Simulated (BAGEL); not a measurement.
# C3H4F2 (SMILES FC1(F)CC1) at B3LYP/6-31G(d) (density fitting with qzvpp-jkfit, spherical functions)

What is the energy change on altering one bond length of C3H4F2 at B3LYP/6-31G* (density fitting with qzvpp-jkfit, spherical functions)? 

The calculation is run with BAGEL 1.2.2.

1 further run of the same task is left out (set aside as unsound or not needed).

### 1 Starting point

C3H4F2: 9 atoms, total charge 0, spin state singlet. SMILES: `FC1(F)CC1`. The shape is that of a PBE0-D4/def2-TZVP optimisation.

Bond lengths: F1–C2 1.343 Å, C2–F3 1.343 Å, C2–C4 1.469 Å, C2–C5 1.469 Å, C4–C5 1.536 Å, C4–H6 1.082 Å, C4–H7 1.082 Å, C5–H8 1.082 Å, C5–H9 1.082 Å. Some angles: F1–C2–F3 109.3°, F1–C2–C4 119.5°, F1–C2–C5 119.5°, F3–C2–C4 119.5°, F3–C2–C5 119.5°, C4–C2–C5 63.1°, C2–C4–C5 58.5°, C2–C5–C4 58.5°, C2–C4–H6 117.6°, C2–C4–H7 117.6°.

### 2 A single-point energy at B3LYP/6-31G(d) (density fitting with qzvpp-jkfit, spherical functions)

job.json reads:

```json
{ "bagel" : [

{
  "title" : "molecule",
  "basis" : "6-31gs.json",
  "df_basis" : "qzvpp-jkfit",
  "angstrom" : true,
  "geometry" : [
    { "atom" : "F", "xyz" : [       1.653500,      -0.826400,       0.516900 ] },
    { "atom" : "C", "xyz" : [       0.571500,      -0.513600,      -0.214600 ] },
    { "atom" : "F", "xyz" : [       0.598200,      -1.204400,      -1.366000 ] },
    { "atom" : "C", "xyz" : [       0.068600,       0.866300,      -0.209800 ] },
    { "atom" : "C", "xyz" : [      -0.712600,      -0.275800,       0.457400 ] },
    { "atom" : "H", "xyz" : [       0.564000,       1.577900,       0.437800 ] },
    { "atom" : "H", "xyz" : [      -0.320000,       1.261000,      -1.139500 ] },
    { "atom" : "H", "xyz" : [      -1.609500,      -0.624100,      -0.038100 ] },
    { "atom" : "H", "xyz" : [      -0.725300,      -0.307300,       1.539100 ] }
  ]
},

{ "title" : "ks", "xc_func" : "b3lyp" },

{ "title" : "print", "file" : "orbitals.molden", "orbitals" : true }

]}
```

The basis set 6-31G* is read from a file made from the Basis Set Exchange's data (not shown).

Command:

```sh
$ BAGEL_NUM_THREADS=1 BAGEL job.json > job.out
```

The log of the run:

```text
* using 1 threads per process

  ===============================================================
  ===============================================================

  *** Geometry ***

  { "atom" : "F", "xyz" : [      3.124662,     -1.561670,      0.976799 ] },
  { "atom" : "C", "xyz" : [      1.079978,     -0.970563,     -0.405535 ] },
  { "atom" : "F", "xyz" : [      1.130434,     -2.275986,     -2.581366 ] },
  { "atom" : "C", "xyz" : [      0.129635,      1.637070,     -0.396465 ] },
  { "atom" : "C", "xyz" : [     -1.346619,     -0.521186,      0.864361 ] },
  { "atom" : "H", "xyz" : [      1.065806,      2.981799,      0.827322 ] },
  { "atom" : "H", "xyz" : [     -0.604712,      2.382945,     -2.153343 ] },
  { "atom" : "H", "xyz" : [     -3.041514,     -1.179378,     -0.071999 ] },
  { "atom" : "H", "xyz" : [     -1.370618,     -0.580713,      2.908477 ] },

  Number of auxiliary basis functions:      451

  Since a DF basis is specified, we compute 2- and 3-index integrals:
    o Being stored without compression. Storage requirement is 0.022 GB

  Number of basis functions:       78
  Number of electrons      :       40

    * METHOD: MOLECULE                             0.20

  *** Kohn-Sham DFT ***

    * Removing 18112 points whose weight is below 1.00e-10
    * Grid points: 116042

  === Nuclear Repulsion ===
   184.9612838012

       - DIIS with orbital gradients will be used.

  === KS iteration (b3lyp / 6-31gs.json) ===
      0       -274.90922128          0.19688768           0.34
      1       -227.27249405          0.19049716           0.33
      2       -252.74452338          0.21618360           0.33
      3       -295.75811642          0.17757126           0.33
      4       -314.60114504          0.06196357           0.33
      5       -315.14861300          0.05812194           0.33
      6       -314.25201726          0.07243233           0.33
      7       -315.98418162          0.03074060           0.33
      8       -316.35127449          0.00332314           0.32
      9       -316.35595935          0.00084401           0.32
     10       -316.35621433          0.00027875           0.32
     11       -316.35624204          0.00006870           0.31
     12       -316.35624388          0.00002696           0.32
     13       -316.35624414          0.00000775           0.33
     14       -316.35624416          0.00000453           0.34
     15       -316.35624416          0.00000053           0.33
     16       -316.35624416          0.00000006           0.32
     17       -316.35624416          0.00000001           0.32
     18       -316.35624416          0.00000001           0.32
     19       -316.35624416          0.00000000           0.33
    * SCF iteration converged.

    * Permanent dipole moment:
           (    0.533961,    -0.483333,    -0.202230) a.u.

    * METHOD: KS                                   7.19

    * METHOD: PRINT                                0.02

  ===============================================================
```

Run time: 7.8 s. Hardware: 1 thread of Arm Neoverse V1, shared host; peak memory 0.43 GiB.

### 3 The distorted shape

job.json reads:

```json
{ "bagel": [

{
  "title": "molecule",
  "basis": "6-31gs.json",
  "df_basis": "qzvpp-jkfit",
  "angstrom": true,
  "geometry": [
    { "atom": "F", "xyz": [    1.649496,   -0.722804,    0.689571 ] },
    { "atom": "C", "xyz": [    0.567496,   -0.410004,   -0.041929 ] },
    { "atom": "F", "xyz": [    0.598200,   -1.204400,   -1.366000 ] },
    { "atom": "C", "xyz": [    0.064596,    0.969896,   -0.037129 ] },
    { "atom": "C", "xyz": [   -0.716604,   -0.172204,    0.630071 ] },
    { "atom": "H", "xyz": [    0.559996,    1.681496,    0.610471 ] },
    { "atom": "H", "xyz": [   -0.324004,    1.364596,   -0.966829 ] },
    { "atom": "H", "xyz": [   -1.613504,   -0.520504,    0.134571 ] },
    { "atom": "H", "xyz": [   -0.729304,   -0.203704,    1.711771 ] }
  ]
},
{
  "title": "ks",
  "xc_func": "b3lyp"
},
{
  "title": "print",
  "file": "orbitals.molden",
  "orbitals": true
}

]}
```

The basis set 6-31G* is read from a file made from the Basis Set Exchange's data (not shown).

Command:

```sh
$ BAGEL_NUM_THREADS=1 BAGEL job.json > job.out
```

The log of the run:

```text
* using 1 threads per process

  ===============================================================
  ===============================================================

  *** Geometry ***

  { "atom" : "F", "xyz" : [      3.117096,     -1.365902,      1.303100 ] },
  { "atom" : "C", "xyz" : [      1.072412,     -0.774795,     -0.079234 ] },
  { "atom" : "F", "xyz" : [      1.130434,     -2.275986,     -2.581366 ] },
  { "atom" : "C", "xyz" : [      0.122069,      1.832838,     -0.070164 ] },
  { "atom" : "C", "xyz" : [     -1.354185,     -0.325418,      1.190662 ] },
  { "atom" : "H", "xyz" : [      1.058239,      3.177567,      1.153623 ] },
  { "atom" : "H", "xyz" : [     -0.612279,      2.578713,     -1.827042 ] },
  { "atom" : "H", "xyz" : [     -3.049081,     -0.983610,      0.254302 ] },
  { "atom" : "H", "xyz" : [     -1.378185,     -0.384945,      3.234778 ] },

  Number of auxiliary basis functions:      451

  Since a DF basis is specified, we compute 2- and 3-index integrals:
    o Being stored without compression. Storage requirement is 0.022 GB

  Number of basis functions:       78
  Number of electrons      :       40

    * METHOD: MOLECULE                             0.21

  *** Kohn-Sham DFT ***

    * Removing 17821 points whose weight is below 1.00e-10
    * Grid points: 116333

  === Nuclear Repulsion ===
   178.9292417188

       - DIIS with orbital gradients will be used.

  === KS iteration (b3lyp / 6-31gs.json) ===
      0       -278.41747924          0.18681396           0.32
      1       -229.82413160          0.18668581           0.31
      2       -254.35261526          0.21662916           0.31
      3       -295.09477757          0.17496039           0.31
      4       -314.71100059          0.05862223           0.31
      5       -315.40286187          0.05060761           0.30
      6       -315.08773646          0.05262535           0.31
      7       -316.15423087          0.02135735           0.31
      8       -316.33401767          0.00343609           0.31
      9       -316.33435372          0.00337866           0.31
     10       -316.33918315          0.00046798           0.31
     11       -316.33926531          0.00010535           0.31
     12       -316.33927005          0.00001197           0.31
     13       -316.33927011          0.00000432           0.31
     14       -316.33927012          0.00000211           0.31
     15       -316.33927012          0.00000066           0.30
     16       -316.33927012          0.00000024           0.30
     17       -316.33927012          0.00000010           0.30
     18       -316.33927012          0.00000002           0.30
     19       -316.33927012          0.00000000           0.31
    * SCF iteration converged.

    * Permanent dipole moment:
           (    0.594198,    -0.694859,    -0.493811) a.u.

    * METHOD: KS                                   6.80

    * METHOD: PRINT                                0.02

  ===============================================================
```

Wall time 7.2 s (1 thread of Arm Neoverse V1, shared host); peak memory 0.43 GiB.

### 4 What came out

At B3LYP/6-31G* (density fitting with qzvpp-jkfit, spherical functions):

| quantity | value |
| --- | --- |
| first shape: total energy | -316.35624 Eh |
| first shape: dipole moment | 1.90 D |
| first shape: HOMO energy | -7.68 eV |
| first shape: LUMO energy | 2.25 eV |
| first shape: HOMO–LUMO gap | 9.93 eV |
| distorted shape: total energy | -316.33927 Eh |
| distorted shape: dipole moment | 2.64 D |
| distorted shape: HOMO energy | -8.09 eV |
| distorted shape: LUMO energy | 1.01 eV |
| distorted shape: HOMO–LUMO gap | 9.10 eV |
| energy change with the C2–F3 bond stretched from 1.343 to 1.544 Å | 0.462 eV |

With the C2–F3 bond stretched from 1.343 to 1.544 Å the energy rises by 0.46 eV (10.7 kcal/mol). The first shape isn't relaxed at this level, so the change isn't measured from a minimum.
